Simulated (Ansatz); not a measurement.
# PH− (doublet): the correlation ladder at distance P1–H2 = 2.038 Å, 6-31++G**

Aim: climb from Hartree-Fock through coupled cluster and multireference methods for PH− (doublet) at one geometry and basis, and see what each rung misses.

The runs use Ansatz 0.2.0, Gaussian basis; 6-31++G**, core rule «outside noble gas», up to 5 orbitals frozen.

To be run: UHF; CCSD(T) on ROHF; CCSD(T) on UHF; BCCD(T) on ROHF; CISD; CCSDT(Q) on ROHF; CCSDT(Q) on UHF; CASSCF and MRCISD+Q, 3 electrons in 3 orbitals; CASSCF and NEVPT2, 3 electrons in 3 orbitals; CASSCF and MRCISD+Q, 7 electrons in 5 orbitals; CASSCF and NEVPT2, 7 electrons in 5 orbitals; Full CI.

20 further runs of the same task are left out: 1 for a known fault of the program, 16 that didn't finish, 3 set aside as unsound or not needed.

## Step 1: What is computed

The geometry derives from a PBE0/def2-TZVPD stationary point (not a proven minimum). One bond is set to the value named and the two fragments are kept rigid.

2 atoms, charge -1, spin multiplicity 2.

Atoms are counted from 1 here; the program's logs count them from 0.

No contacts short enough for the rule that draws bonds.

Geometry (Å):

```xyz
2

P     0.0000    0.0000    0.0000
H     0.0000    0.0000    2.0380
```

## Step 2: UHF

Contents of in.yaml:

```yaml
crystal:
  periodic: [false, false, false]
  atoms:
    - {symbol: P, position_ang: [0.000000, 0.000000, 0.000000]}
    - {symbol: H, position_ang: [0.000000, 0.000000, 2.038000]}
basis:
  gaussian: {orbitals: "6-31++G**"}
total_charge: -1
magnetization: {spin_polarized: true, initial_magnetization: 1}
hamiltonian: {xc: hf}
output: {orbitals: {seedname: orbitals}}
```

The run is started by

```bash
> ansatz run in.yaml --threads 1 --pin off --events-out ev --progress --plain --max-ram 2393MiB
```

The runs that follow: CCSD(T) on ROHF; CCSD(T) on UHF; BCCD(T) on ROHF; CISD; CCSDT(Q) on ROHF; CCSDT(Q) on UHF; CASSCF and MRCISD+Q, 3 electrons in 3 orbitals; CASSCF and NEVPT2, 3 electrons in 3 orbitals; CASSCF and MRCISD+Q, 7 electrons in 5 orbitals; CASSCF and NEVPT2, 7 electrons in 5 orbitals; Full CI.

**Question.** What will the summary of the whole plan be? Wanted: FCI below the RHF energy; RMP2 from FCI; UMP2 from FCI; RCCSD from FCI; RCCSD(T) from FCI; UCCSD(T) from FCI; RCCSDT(Q) from FCI; UCCSDT(Q) from FCI; NEVPT2 pair from FCI.

**Answer**, as computed:

```
                         quantity                                                                                               value
         FCI below the RHF energy                                                                                          -3.5728 eV
                    RMP2 from FCI                                                                                     +19.86 kcal/mol
                    UMP2 from FCI                                                                                     +22.29 kcal/mol
                   RCCSD from FCI                                                                                      +3.70 kcal/mol
                RCCSD(T) from FCI                                                                                      +0.84 kcal/mol
                UCCSD(T) from FCI                                                                                      +0.97 kcal/mol
               RCCSDT(Q) from FCI                                                                                      +0.04 kcal/mol
               UCCSDT(Q) from FCI                                                                                      +0.03 kcal/mol
             NEVPT2 pair from FCI                                                                                     +13.16 kcal/mol
           MRCISD+Q pair from FCI                                                                                      +0.39 kcal/mol
          NEVPT2 valence from FCI                                                                                     +16.79 kcal/mol
levels within 1 kcal/mol (43 meV)  RCCSD(T), UCCSD(T), BCCD(T), RCCSDT, UCCSDT, RCCSDT(Q), UCCSDT(Q), MRCISD+Q pair, MRCISD+Q valence
                    T1 diagnostic                                                                                               0.032
   effectively unpaired electrons                                                                                                1.14
```

In words: RCCSD(T) lands +0.84 kcal/mol from the yardstick (1.0 % of the correlation energy). One determinant dominates. Of the multireference levels listed MRCISD+Q pair comes nearest in total energy (+0.39 kcal/mol), which doesn't show that its space is the better one. These misses are within one basis, not against nature; the frozen cores of restricted and unrestricted runs differ, which can shift their rows.
